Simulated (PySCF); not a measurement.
A geometry optimisation on `C=C=C/C=N/C`.

Computed with PBE0-D3(BJ)/def2-SVP geometry optimisation, gas phase (PySCF 2.14.0). Start geometry: GFN2-xTB. A driver script takes a list of jobs; this job's settings line and coordinates (Å) are shown.

Input:
```
{"job": {"xc": "PBE0", "basis": "def2-SVP", "d3": "d3bj", "grid": 1, "kind": "geom"}, "charge": 0, "multiplicity": 1}
C     -3.168768     0.376296    -0.078714
C     -2.018672    -0.190595     0.073481
C     -0.846594    -0.747895     0.223311
C      0.398832    -0.044312     0.006491
N      1.500535    -0.640443     0.170311
C      2.734364     0.059643    -0.045168
H     -3.668942     0.878192     0.734838
H     -3.687578     0.368084    -1.024583
H     -0.758052    -1.783273     0.523030
H      0.314473     1.009173    -0.300954
H      3.552768    -0.634455     0.140220
H      2.833109     0.914845     0.629997
H      2.810137     0.435228    -1.069989
```

Output:
```
step   0  E = -248.93088394  max force = 0.011501
step   1  E = -248.93274767  max force = 0.002147
step   2  E = -248.93276523  max force = 0.000843
step   3  E = -248.93278293  max force = 0.000881
step   4  E = -248.93281248  max force = 0.001575
step   5  E = -248.93307788  max force = 0.005085
step   6  E = -248.93318882  max force = 0.004584
step   7  E = -248.93356846  max force = 0.003528
step   8  E = -248.93399403  max force = 0.004284
step   9  E = -248.93502085  max force = 0.004238
step  10  E = -248.93608103  max force = 0.005527
step  11  E = -248.93629144  max force = 0.002800
step  12  E = -248.93634449  max force = 0.000716
step  13  E = -248.93636824  max force = 0.000401
step  14  E = -248.93637136  max force = 0.000202
optimisation converged
```

Energies in Eh; «max force» is the largest Cartesian gradient component in Eh/bohr.

How much energy does the optimisation release, in kcal/mol?

E(step 0) − E(last step) = 0.005487 Eh, which is 3.4 kcal/mol.

Summary of the converged run: final energy -248.93637 Eh after 14 steps; dipole 1.54 D.

Give the final coordinates.

0.442 Å rms from the input after alignment:
```
atom  x, y, z in Å
C1    -3.1382    0.3249   -0.2858
C2    -1.9792   -0.1991    0.0074
C3    -0.8059   -0.7209    0.2998
C4     0.4634   -0.0859   -0.0498
N5     1.5742   -0.6202    0.2532
C6     2.7804    0.0547   -0.1200
H7    -3.6440    1.0074    0.4063
H8    -3.6427    0.0964   -1.2313
H9    -0.7411   -1.6772    0.8320
H10    0.3957    0.8807   -0.5916
H11    3.3934   -0.6075   -0.7543
H12    3.3834    0.2564    0.7812
H13    2.6217    1.0111   -0.6589
```

Estimate the wall time. Hardware: Arm Neoverse N1, one thread (shared host). And the peak memory of the process?

About 85 s, with 0.52 GiB resident at the peak, the Python interpreter and its libraries included.
Labels such as C1 count atoms from 1, the log's own numbers from 0.
